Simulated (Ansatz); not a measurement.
# One shape, several levels: C3H6 (cyclopropane)

We compute a comparison of 6 runs (HF/def2-SVP, B3LYP/6-31G*, CAM-B3LYP/6-31+G*, r2SCAN/cc-pVDZ, RPA@wB97/x2c-TZVPPall, CCSD(T)/6-311G**) of C3H6 (cyclopropane). 

The results are computed with Ansatz 0.2.0.

## 1. Starting point

C3H6: 9 atoms, total charge 0, spin state singlet. As SMILES, `C1CC1`. The shape is that of a PBE0-D4/def2-TZVP optimisation.

Bond lengths: C1–C2 1.497 Å, C1–C3 1.497 Å, C2–C3 1.497 Å, C1–H4 1.083 Å, C1–H5 1.083 Å, C2–H6 1.083 Å, C2–H7 1.083 Å, C3–H8 1.083 Å, C3–H9 1.083 Å. Some angles: C1–C2–C3 60.0°, C2–C1–C3 60.0°, C1–C3–C2 60.0°, C1–C2–H6 118.0°, C1–C2–H7 118.0°, C3–C2–H6 118.0°, C3–C2–H7 118.0°, C2–C1–H4 118.0°, C2–C1–H5 118.0°, C3–C1–H4 118.0°.

## 2. Energy and forces at HF/def2-SVP (run 1)

The input, job.yaml:

```yaml
basis:
  gaussian:
    orbitals: def2-SVP
crystal:
  periodic: [false, false, false]
  atoms:
    - {symbol: C, position_ang: [-0.517900, 0.019300, -0.686000]}
    - {symbol: C, position_ang: [0.732100, 0.469600, 0.003900]}
    - {symbol: C, position_ang: [-0.184700, -0.504300, 0.676400]}
    - {symbol: H, position_ang: [-1.333400, 0.726200, -0.773800]}
    - {symbol: H, position_ang: [-0.419800, -0.654400, -1.528000]}
    - {symbol: H, position_ang: [0.766100, 1.482700, 0.384900]}
    - {symbol: H, position_ang: [1.679800, 0.102000, -0.369100]}
    - {symbol: H, position_ang: [0.140000, -1.533900, 0.760300]}
    - {symbol: H, position_ang: [-0.773700, -0.153400, 1.514500]}
output:
  forces: true
  orbitals: {seedname: orbitals}
hamiltonian:
  xc: hf
accuracy: high
```

The run is started by

```sh
ansatz run job.yaml --threads 1 --pin off --max-ram 2610MiB --events-out events.jsonl --progress --plain --runs-dir runs
```

Output:

```text
Warning: RAYON_NUM_THREADS=1 ignored (pool sized by the plan → 1); use --threads N
Functional definition: HF
  name "HF"
  exchange = exact_x
  correlation = 0
1787 factors; integrals over basis functions are off by at most 3.1e-9 eV
mean field evaluation 1: about -3181.3080 eV, gradient 2.5e1 eV
mean field evaluation 2: about -3181.3126 eV, gradient 2.5e1 eV
mean field evaluation 4: about -3183.0937 eV, gradient 2.8e0 eV
mean field evaluation 8: about -3183.1149 eV, gradient 4.2e-6 eV
mean field -3183.11489521 eV, -116.9773148061 hartree, gradient 4.5e-8 eV, S^2 0.000000; 0 other end points of the search recorded, 0 dependent functions left out
the calculation of the forces begins
reference -3183.11489521 eV, -116.9773148061 hartree; 12, 12 occupied and 60, 60 virtual orbitals, 1787 factors
Total energy: -3183.11489521 eV, -116.9773148061 hartree
Atom 0 at    -0.517900     0.019300    -0.686000 Å, force     0.069150    -0.003703     0.090699 eV/Å
Atom 1 at     0.732100     0.469600     0.003900 Å, force    -0.096609    -0.056942     0.001974 eV/Å
Atom 2 at    -0.184700    -0.504300     0.676400 Å, force     0.027024     0.062876    -0.089822 eV/Å
Atom 3 at    -1.333400     0.726200    -0.773800 Å, force    -0.024373     0.004312    -0.028177 eV/Å
Atom 4 at    -0.419800    -0.654400    -1.528000 Å, force    -0.020862    -0.002108    -0.030845 eV/Å
Atom 5 at     0.766100     1.482700     0.384900 Å, force     0.029279     0.019693     0.000473 eV/Å
Atom 6 at     1.679800     0.102000    -0.369100 Å, force     0.033735     0.016804    -0.001940 eV/Å
Atom 7 at     0.140000    -1.533900     0.760300 Å, force    -0.007057    -0.023188     0.027344 eV/Å
Atom 8 at    -0.773700    -0.153400     1.514500 Å, force    -0.010287    -0.017742     0.030294 eV/Å
Dipole moment:     0.000005    -0.000004    -0.000003 e Å
```

Wall time 2.8 s (1 thread of AMD EPYC 7R43 (Zen 3), shared host); peak memory 0.19 GiB.

## 3. Energy and forces at B3LYP/6-31G(d) (Cartesian functions) (run 2)

The input, in.yaml:

```yaml
crystal:
  periodic: [false, false, false]
  atoms:
    - symbol: C
      position_ang: [-0.517900, 0.019300, -0.686000]
    - symbol: C
      position_ang: [0.732100, 0.469600, 0.003900]
    - symbol: C
      position_ang: [-0.184700, -0.504300, 0.676400]
    - symbol: H
      position_ang: [-1.333400, 0.726200, -0.773800]
    - symbol: H
      position_ang: [-0.419800, -0.654400, -1.528000]
    - symbol: H
      position_ang: [0.766100, 1.482700, 0.384900]
    - symbol: H
      position_ang: [1.679800, 0.102000, -0.369100]
    - symbol: H
      position_ang: [0.140000, -1.533900, 0.760300]
    - symbol: H
      position_ang: [-0.773700, -0.153400, 1.514500]
basis:
  gaussian:
    orbitals: "6-31G*"
hamiltonian:
  xc: {name: B3LYP}
accuracy: high
output:
  forces: true
  orbitals: {seedname: orbitals}
```

The run is started by

```sh
ansatz run in.yaml --threads 1 --pin off --max-ram 2610MiB --events-out events.jsonl --progress --plain --runs-dir runs
```

Output, cut to the lines that bear on the results:

```text
Warning: RAYON_NUM_THREADS=1 ignored (pool sized by the plan → 1); use --threads N
Functional definition: B3LYP
  name "B3LYP"
[...]
1393 factors; integrals over basis functions are off by at most 3.2e-9 eV
[...]
mean field -3208.08401297 eV, -117.8949129590 hartree, gradient 1.9e-8 eV, S^2 0.000000; 0 other end points of the search recorded, 0 dependent functions left out
[...]
reference -3208.08404206 eV, -117.8949140282 hartree; 12, 12 occupied and 45, 45 virtual orbitals, 1393 factors
Total energy: -3208.08404206 eV, -117.8949140282 hartree
Atom 0 at    -0.517900     0.019300    -0.686000 Å, force    -0.218750     0.009695    -0.282644 eV/Å
Atom 1 at     0.732100     0.469600     0.003900 Å, force     0.297619     0.201606     0.004911 eV/Å
Atom 2 at    -0.184700    -0.504300     0.676400 Å, force    -0.079282    -0.209201     0.280335 eV/Å
Atom 3 at    -1.333400     0.726200    -0.773800 Å, force    -0.115609     0.074302    -0.051023 eV/Å
Atom 4 at    -0.419800    -0.654400    -1.528000 Å, force    -0.022206    -0.067834    -0.127917 eV/Å
Atom 5 at     0.766100     1.482700     0.384900 Å, force     0.047656     0.129465     0.038153 eV/Å
Atom 6 at     1.679800     0.102000    -0.369100 Å, force     0.141941    -0.009383    -0.038441 eV/Å
Atom 7 at     0.140000    -1.533900     0.760300 Å, force     0.020883    -0.134933     0.049750 eV/Å
Atom 8 at    -0.773700    -0.153400     1.514500 Å, force    -0.072252     0.006283     0.126876 eV/Å
Dipole moment:     0.000003    -0.000006    -0.000003 e Å
```

It took 4.8 s on 1 thread of AMD EPYC 7R43 (Zen 3), shared host; peak memory 0.18 GiB.

Run 3 isn't shown in full; the table further down has it.

## 4. Energy and forces at r2SCAN/cc-pVDZ (run 4)

Changes to job.yaml since step 2:

```diff
@@ -1,4 +1 @@
-basis:
-  gaussian:
-    orbitals: def2-SVP
 crystal:
@@ -15,7 +12,8 @@
     - {symbol: H, position_ang: [-0.773700, -0.153400, 1.514500]}
-output:
-  forces: true
-  orbitals: {seedname: orbitals}
+basis:
+  gaussian:
+    orbitals: cc-pVDZ
 hamiltonian:
-  xc: hf
+  xc: r2scan
 accuracy: high
+output: {forces: true, orbitals: {seedname: orbitals}}
```

The run is started by

```sh
ansatz run job.yaml --threads 1 --pin off --max-ram 2610MiB --events-out events.jsonl --progress --plain --runs-dir runs
```

Output, cut to the lines that bear on the results:

```text
Warning: RAYON_NUM_THREADS=1 ignored (pool sized by the plan → 1); use --threads N
Functional definition: r2SCAN
  name "r2SCAN"
[...]
1739 factors; integrals over basis functions are off by at most 3.1e-9 eV
[...]
mean field -3206.05672611 eV, -117.8204115414 hartree, gradient 4.7e-8 eV, S^2 0.000000; 0 other end points of the search recorded, 0 dependent functions left out
[...]
reference -3206.05672679 eV, -117.8204115661 hartree; 12, 12 occupied and 60, 60 virtual orbitals, 1739 factors
Total energy: -3206.05672679 eV, -117.8204115661 hartree
Atom 0 at    -0.517900     0.019300    -0.686000 Å, force    -0.070578     0.002847    -0.090625 eV/Å
Atom 1 at     0.732100     0.469600     0.003900 Å, force     0.094924     0.068455     0.003271 eV/Å
Atom 2 at    -0.184700    -0.504300     0.676400 Å, force    -0.024774    -0.069062     0.089950 eV/Å
Atom 3 at    -1.333400     0.726200    -0.773800 Å, force    -0.273022     0.240256    -0.025186 eV/Å
Atom 4 at    -0.419800    -0.654400    -1.528000 Å, force     0.037045    -0.229260    -0.280950 eV/Å
Atom 5 at     0.766100     1.482700     0.384900 Å, force     0.006458     0.337183     0.128055 eV/Å
Atom 6 at     1.679800     0.102000    -0.369100 Å, force     0.317476    -0.128935    -0.127302 eV/Å
Atom 7 at     0.140000    -1.533900     0.760300 Å, force     0.111136    -0.344990     0.023397 eV/Å
Atom 8 at    -0.773700    -0.153400     1.514500 Å, force    -0.198666     0.123505     0.279391 eV/Å
Dipole moment:     0.000003    -0.000005    -0.000002 e Å
```

Run time: 8.1 s. Hardware: 1 thread of AMD EPYC 7R43 (Zen 3), shared host; peak memory 0.25 GiB.

Run 5 isn't shown in full; the table further down has it.

## 5. Energy and forces at CCSD(T)/6-311G(d,p) (run 6)

The input, molecule.yaml:

```yaml
crystal:
  periodic: [false, false, false]
  atoms:
    - {symbol: C, position_ang: [-0.517900, 0.019300, -0.686000]}
    - {symbol: C, position_ang: [0.732100, 0.469600, 0.003900]}
    - {symbol: C, position_ang: [-0.184700, -0.504300, 0.676400]}
    - {symbol: H, position_ang: [-1.333400, 0.726200, -0.773800]}
    - {symbol: H, position_ang: [-0.419800, -0.654400, -1.528000]}
    - {symbol: H, position_ang: [0.766100, 1.482700, 0.384900]}
    - {symbol: H, position_ang: [1.679800, 0.102000, -0.369100]}
    - {symbol: H, position_ang: [0.140000, -1.533900, 0.760300]}
    - {symbol: H, position_ang: [-0.773700, -0.153400, 1.514500]}
basis:
  gaussian: {orbitals: 6-311G_st__st_.json}
accuracy: high
output: {forces: true, orbitals: {seedname: orbitals}}
correlation: {method: ccsd_t, frozen_orbitals: {C: 1, H: 0}}
scf: {omitted_lower_state_checks: [cluster_reference, increment]}
```

The basis set 6-311G** is read from a file made from the Basis Set Exchange's data (not shown).

The run is started by

```sh
ansatz run molecule.yaml --threads 1 --pin off --max-ram 2610MiB --events-out events.jsonl --progress --plain --runs-dir runs
```

Output:

```text
Warning: RAYON_NUM_THREADS=1 ignored (pool sized by the plan → 1); use --threads N
[... 11 lines left out ...]
3 core orbitals not correlated: weight in the atoms' cores, before any rotation towards them, 1.000 or more for the frozen orbitals, at most 0.000 for the correlated occupied ones
[... 22 lines left out ...]
Total energy: -3199.75498553 eV, -117.5888268463 hartree
[... 9 lines left out ...]
Dipole moment:     0.000004    -0.000006    -0.000002 e Å
Checks for a lower state left out: cluster_reference, increment
```

It took 56 s on 1 thread of AMD EPYC 7R43 (Zen 3), shared host; peak memory 0.88 GiB.

## 6. The series

| run | level | Cartesian functions | task | accuracy | energy (Eh) | dipole moment (D) | HOMO energy (eV) | LUMO energy (eV) | wall time |
| --- | --- | --- | --- | --- | --- | --- | --- | --- | --- |
| 1 | HF/def2-SVP | no | gradient | high | -116.977315 | 0.00 | -11.54 | 5.16 | 2.8 s |
| 2 | B3LYP/6-31G* (Cartesian functions) | yes | gradient | high | -117.894914 | 0.00 | -7.85 | 2.87 | 4.8 s |
| 3 | CAM-B3LYP/6-31+G* (spherical functions) | no | gradient | high | -117.819944 | 0.00 | -9.73 | 1.47 | 6 s |
| 4 | r2SCAN/cc-pVDZ | no | gradient | high | -117.820412 | 0.00 | -7.22 | 2.09 | 8.1 s |
| 5 | RPA@wB97/x2c-TZVPPall (sfX2C) | no | energy | medium | -117.837911 | – | -11.11 | 3.98 | 14 s |
| 6 | CCSD(T)/6-311G** | no | gradient | high | -117.588827 | 0.00 | -11.43 | 4.46 | 56 s |

## 7. Results

```
                                          quantity          value
                               run 6: total energy  -117.58883 Eh
         run 6: dipole moment (correlated density)         0.00 D
        run 6: HOMO energy (Hartree–Fock orbitals)      -11.43 eV
        run 6: LUMO energy (Hartree–Fock orbitals)        4.46 eV
      run 6: HOMO–LUMO gap (Hartree–Fock orbitals)       15.89 eV
run 6: correlation energy (3 core orbitals frozen)     -500.5 mEh
                             run 6: (T) correction     -16.66 mEh
                              run 6: T1 diagnostic          0.007
                   run 6: largest force on an atom     0.721 eV/Å
```

**Reading.** Among the runs that give it from their own density at one geometry, the HOMO–LUMO gap runs from 9.31 eV (r2SCAN/cc-pVDZ) to 16.70 eV (HF/def2-SVP). Basis or surroundings differ between these two runs. Totals of different functionals can't be ranked against each other. All runs together took 92 s, the longest 56 s.
